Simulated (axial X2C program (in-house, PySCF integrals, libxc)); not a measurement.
Values are calculated unless marked as measured or tabulated.
**MgSi⁺: input and output**

Program: an axial X2C code built on PySCF integrals.

Input:
```json
{"zs": [14, 12], "q": 1, "bas": ["dyall-v3z", "dyall-cv3z"], "levels": ["PBE0", "HF", "PW91"], "cc": true, "r0": 2.55, "thr": -2.0, "nmax": 90, "npts": 10, "nst": 2, "ntry": 6}
```
```bash
python so2c.py task.json out
```

Keys: zs atomic numbers; q charge; bas basis sets; levels methods; cc coupled cluster on or off; r0 starting distance in Å; thr threshold in hartree for freezing inner shells (an s shell follows its p shell); nmax most natural virtual spinors; npts points on the curve; nst determinants followed; ntry starts of the search. HF also brings MP2.

Output of the HF step, two-component, at R = 2.709 Å for the state Ω = 1/2. It starts from PBE0 orbitals of this distance.

```
two-component X2C + atomic mean field  HF
basis functions 130  fitting functions 607  grid points 4359
iter        total energy     max residual
   1       -489.096659490     6.61e-02
   2       -489.107567529     3.55e-03
   3       -489.108452847     2.48e-03
   4       -489.109154321     2.45e-03
   5       -489.109344031     2.46e-03
   6       -489.107921477     2.15e-03
   7       -489.106012159     1.22e-03
   8       -489.106024991     6.49e-04
   9       -489.106090704     5.60e-04
  10       -489.106055822     1.84e-04
  11       -489.106052783     5.52e-05
  12       -489.106052596     1.60e-05
  13       -489.106052630     1.24e-05
  14       -489.106052673     4.95e-06
  15       -489.106052681     1.57e-06
  16       -489.106052682     6.26e-07
converged
one-electron -740.97298257  Coulomb 255.33030376  exact exchange -36.22281126  xc functional 0.00000000  nuclear repulsion 32.81719137  atomic mean-field constant -0.05775399
correlated 5  virtual 215  natural virtual 84  E(MP2) -0.088260581  MP2 remainder -0.000937724
iter   CCSD correlation   residual
   1     -0.103177681   1.42e-01
   2     -0.111216236   6.81e-02
   3     -0.112153539   2.41e-02
   4     -0.112566071   1.28e-02
   5     -0.112691666   6.58e-03
   6     -0.112699315   3.64e-03
   7     -0.112754403   1.81e-03
   8     -0.112765462   7.97e-04
   9     -0.112768696   4.59e-04
  10     -0.112771175   2.36e-04
  11     -0.112772713   1.23e-04
  12     -0.112773700   4.47e-05
  13     -0.112773845   1.88e-05
  14     -0.112773918   8.61e-06
  15     -0.112773982   4.64e-06
  16     -0.112774034   2.97e-06
  17     -0.112774078   1.97e-06
  18     -0.112774082   1.11e-06
(T) -0.005433645  T1 0.0508  D1 0.0769  max T2 0.192
```
Energies are in hartree; totals compare only within one Hamiltonian and basis. T1 is large, a sign of multireference character or of a spin-contaminated reference. Where the energy jumps back up, the SCF was restarted by another method. T1 in the output is the amplitude norm over the root of the electron number; divide by √2 for the Lee–Taylor value.
